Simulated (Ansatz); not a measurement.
Input (CCSDT(Q)/aug-cc-pVDZ; Ansatz, a program for electronic structure):

Ansatz 0.2 input:
```yaml
crystal:
  periodic: [false, false, false]
  atoms:
    - {symbol: N, position_ang: [-0.65943016, -0.02567403, 0.02740063]}
    - {symbol: N, position_ang: [0.65999819, 0.02521400, 0.00497303]}
    - {symbol: H, position_ang: [-1.09495886, 0.92928011, -0.02426553]}
    - {symbol: H, position_ang: [-1.02068587, -1.00919000, -0.05311443]}
    - {symbol: H, position_ang: [1.09297076, -0.92767000, -0.08904228]}
    - {symbol: H, position_ang: [1.01869777, 1.01080011, -0.06019338]}
basis:
  gaussian:
    orbitals: aug-cc-pVDZ
magnetization: {spin_polarized: true, initial_magnetization: 2}
correlation: {method: ccsdt_q, electrons: outside_noble_gas}
```

Output:

```
Functional definition: HF
integrals: 0.17 GiB planned
1378 factors; integrals over basis functions are off by at most 2.3e-7 eV
mean field: 0.26 GiB planned
mean field evaluation 1: about -3020.5374 eV, gradient 1.5e1 eV
mean field evaluation 2: about -3020.5691 eV, gradient 1.5e1 eV
mean field evaluation 4: about -3022.0538 eV, gradient 2.1e0 eV
mean field evaluation 8: about -3022.1197 eV, gradient 2.6e-1 eV
mean field evaluation 16: about -3022.1239 eV, gradient 1.7e-6 eV
mean field evaluation 32: about -3021.1608 eV, gradient 2.5e-3 eV
mean field evaluation 64: about -3022.1079 eV, gradient 5.0e-1 eV
mean field evaluation 96: about -3020.9599 eV, gradient 1.5e0 eV
mean field evaluation 128: about -3021.0069 eV, gradient 5.7e-1 eV
mean field evaluation 160: about -3019.3624 eV, gradient 3.7e-2 eV
mean field evaluation 192: about -3019.3683 eV, gradient 5.7e-2 eV
mean field evaluation 224: about -3019.3698 eV, gradient 4.6e-2 eV
mean field evaluation 256: about -3021.1608 eV, gradient 1.6e-2 eV
mean field evaluation 288: about -3019.7819 eV, gradient 5.5e-1 eV
mean field evaluation 320: about -3019.3708 eV, gradient 8.0e-3 eV
mean field evaluation 352: about -3019.3679 eV, gradient 1.6e-2 eV
mean field evaluation 384: about -3021.0924 eV, gradient 1.6e-2 eV
mean field evaluation 416: about -3019.2406 eV, gradient 3.7e-1 eV
mean field -3022.12393770 eV, -111.0610062414 hartree, gradient 4.2e-6 eV, S^2 2.023655; 13 other end points of the search recorded, 0 dependent functions left out
determinant -3022.12393770 eV, -111.0610062414 hartree, with singles and doubles -3032.61043495 eV, -111.4463779071 hartree
determinant -3021.16078015 eV, -111.0256108543 hartree, with singles and doubles -3031.44934010 eV, -111.4037084585 hartree
determinant -3021.09242457 eV, -111.0230988329 hartree, with singles and doubles -3031.43574311 eV, -111.4032087784 hartree
determinant -3019.79576413 eV, -110.9754474405 hartree, with singles and doubles -3029.91433551 eV, -111.3472980803 hartree
determinant -3019.37130312 eV, -110.9598487862 hartree, with singles and doubles -3029.83270367 eV, -111.3442981653 hartree
determinant -3019.36842210 eV, -110.9597429107 hartree, with singles and doubles -3029.66150580 eV, -111.3380067597 hartree
2 core orbitals not correlated
reference -3022.12393770 eV, -111.0610062414 hartree; 8, 6 occupied and 72, 74 virtual orbitals, 1378 factors
second order -9.83783214 eV of doubles, -0.00000000 eV of singles
coupled cluster: 4.06 GiB planned
cycle   1  -10.11696549 eV  change   -2.8e-1 eV  update   9.6e-2
cycle   2  -10.68941746 eV  change   -5.7e-1 eV  update   4.1e-2
cycle   3  -10.94567521 eV  change   -2.6e-1 eV  update   2.6e-2
cycle   4  -10.86172320 eV  change    8.4e-2 eV  update   9.1e-3
cycle   5  -10.85764552 eV  change    4.1e-3 eV  update   5.0e-3
cycle   6  -10.86685086 eV  change   -9.2e-3 eV  update   1.5e-3
cycle   7  -10.86628448 eV  change    5.7e-4 eV  update   5.9e-4
cycle   8  -10.86556368 eV  change    7.2e-4 eV  update   2.2e-4
cycle   9  -10.86558422 eV  change   -2.1e-5 eV  update   8.2e-5
cycle  10  -10.86554610 eV  change    3.8e-5 eV  update   3.4e-5
cycle  11  -10.86559575 eV  change   -5.0e-5 eV  update   1.5e-5
cycle  12  -10.86560888 eV  change   -1.3e-5 eV  update   6.2e-6
cycle  13  -10.86561056 eV  change   -1.7e-6 eV  update   3.0e-6
cycle  14  -10.86560961 eV  change    9.5e-7 eV  update   1.2e-6
perturbative correction -0.03287949 eV, -0.0012082989 hartree
Total energy: -3033.02242680 eV, -111.4615183285 hartree
```

This triplet is an excited state, 4.4 eV above the singlet at CCSD(T)/cc-pVQZ (Ansatz).
